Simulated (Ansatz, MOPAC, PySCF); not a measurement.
Species: methyl chloride, CH3Cl, net charge 0, singlet state. SMILES: CCl
Structure (B3LYP-D3(BJ)/def2-TZVP (Ansatz, an electronic-structure program) minimum search):
```
C
H 1 1.0858
H 1 1.0858 2 110.57
H 1 1.0858 2 110.57 3 -122.80
Cl 1 1.7944 2 108.35 3 118.60
```

Unscaled harmonic wavenumbers (cm⁻¹) in rising order, each level at the stationary point that it reaches from this structure (no distance between atoms moves by over 0.3 Å); the order of modes can differ between levels, and a negative number is imaginary. B3LYP-D3(BJ)/def2-TZVP (PySCF, at the structure above): 713, 1027, 1027, 1381, 1484, 1484, 3072, 3167, 3167.

AM1 (MOPAC): 835, 985, 985, 1346, 1368, 1368, 3075, 3075, 3149. Zero-point energy 23.1 against 23.6 kcal/mol; where all levels lie over 400 cm⁻¹, the wavenumbers are on average 0.986 times those of B3LYP-D3(BJ)/def2-TZVP.

PM7 (MOPAC): 768, 990, 990, 1287, 1287, 1327, 2655, 2655, 2749. Zero-point energy 21.0 against 23.6 kcal/mol; where all levels lie over 400 cm⁻¹, the wavenumbers are on average 0.919 times those of B3LYP-D3(BJ)/def2-TZVP.

B3LYP/6-31G* (Ansatz): 719, 1045, 1045, 1414, 1510, 1510, 3095, 3195, 3195. Zero-point energy 23.9 against 23.6 kcal/mol; where all levels lie over 400 cm⁻¹, the wavenumbers are on average 1.014 times those of B3LYP-D3(BJ)/def2-TZVP.
